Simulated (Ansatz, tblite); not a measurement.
Cost and result up the ladder for the cluster BO2H (the lowest singlet isomer of a short search) (4 atoms). Total charge 0; singlet. Geometry: PBE0-D4/def2-TZVP.

```xyz
4

B    -0.2057   -0.3190    0.3389
O    -0.0410    0.2645   -0.8356
O    -0.3950   -0.8824    1.3934
H     0.6416    0.9369   -0.8966
```

Ansatz on 4 threads of Arm Neoverse V2 on a shared host; xTB runs through tblite on one thread. Times are rough, summed over both states, and most runs start from the orbitals of an earlier one. PBE0-D4/def2-TZVP serves as the yardstick here, not as an exact answer. The other state is a triplet.

The xTB rows come from tblite. The structure comes from a short search, and lower isomers may exist.

xTB has no spin-polarisation term.

```tsv
level	functions	wall time	vertical triplet (eV)	difference from PBE0-D4/def2-TZVP (eV)
GFN2-xTB	13	0.002 s	9.15	2.03
GFN1-xTB	14	0.003 s	10.26	3.15
PBE-D4/def2-TZVP	99	1.2 s	6.85	-0.27
PBE0-D4/def2-TZVP (with forces)	99	2.2 s	7.12	0.00
r2SCAN-D4/def2-TZVP	99	2.4 s	6.98	-0.13
```
